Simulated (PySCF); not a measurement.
## Where the electron goes

Compound: isopropenyl methyl ketone, C₅H₈O.
Cartesian coordinates in Å at the PBE0-D3(BJ)/def2-SVP level; atoms count from 1:
```
atom  x, y, z in Å
C1    -0.4821    1.4659   -0.0226
C2    -0.5572    0.1281   -0.0812
C3    -1.8350   -0.6197   -0.2933
C4     0.6621   -0.7319    0.0632
C5     2.0088   -0.0903    0.2974
O6     0.5502   -1.9375   -0.0019
H7     0.4642    1.9878    0.1342
H8    -1.3751    2.0879   -0.1309
H9    -2.6906    0.0632   -0.3822
H10   -2.0164   -1.3190    0.5372
H11   -1.7723   -1.2393   -1.2009
H12    2.0172    0.4571    1.2525
H13    2.2575    0.6279   -0.4980
H14    2.7687   -0.8803    0.3264
```

Computed, not measured: TDDFT B3LYP/def2-SVPD, vertical, gas phase, core orbitals frozen in the response (PySCF).

Frontier orbitals with the atoms that hold most of them (Löwdin shares over 4%, at most four atoms; ? is withheld):

| orbital | ε (eV) | atoms |
| --- | --- | --- |
| LUMO+2 | 0.98 | C3 17%, C5 16%, H9 13%, H12 8% |
| LUMO+1 | 0.32 | C1 18%, C5 15%, C3 10%, H7 8% |
| LUMO | ? | ? |
| HOMO | -7.14 | O6 63%, C4 11%, C5 10%, C2 8% |
| HOMO-1 | -7.73 | ? |
| HOMO-2 | -10.01 | O6 42%, C4 18%, C5 14%, H12 6% |
| HOMO-3 | -10.25 | C3 23%, C5 14%, H9 13%, C2 12% |

(1) Which atoms hold the HOMO-1, and with what shares?

(2) Which atoms hold the LUMO, and with what shares?

(3) What is the LUMO energy, and the HOMO–LUMO gap?

## Answers

(1) C1 (bonded to C and 2 H) 35%; C2 (bonded to 3 C) 32%; C3 (bonded to C and 3 H) 8%; O6 (bonded to C) 7%. By element: carbon 75% or more, oxygen 7%.

(2) C1 (bonded to C and 2 H) 24%; O6 (bonded to C) 23%; C4 (bonded to 2 C and O) 21%; C2 (bonded to 3 C) 15%. By element: carbon 61% or more, oxygen 23%.

(3) ε(LUMO) = -1.87 eV; the gap is 5.27 eV (0.1937 hartree).

Q: How does S1 compare with the orbital gap of 5.27 eV?

A: S1 is at 3.70 eV (f = 0.0003), 1.57 eV below the gap, made of HOMO→LUMO (98%). 

Q: One configuration dominates each of S1, S2, S3 and S5. Which, and how do the shares of the two leading atoms of either orbital change from the occupied to the empty one?

A: 
- S1 (3.70 eV, f 0.0003), HOMO→LUMO (98%): O6 63% → 23%, C4 11% → 21%, C1 at most 8% → 24%
- S2 (5.69 eV, f 0.226), HOMO-1→LUMO (93%): C1 35% → 24%, C2 32% → 15%, O6 7% → 23%
- S3 (6.62 eV, f 0.0099), HOMO→LUMO+1 (96%): O6 63% → at most 9%, C4 11% → at most 9%, C1 at most 8% → 18%, C5 10% → 15%
- S5 (7.13 eV, f 0.0058), HOMO-1→LUMO+1 (86%): C1 35% → 18%, C2 32% → at most 9%, C5 at most 7% → 15%

The run took 1.7 min on x86-64 server, one thread, shared host.

One conformer stands for the species.
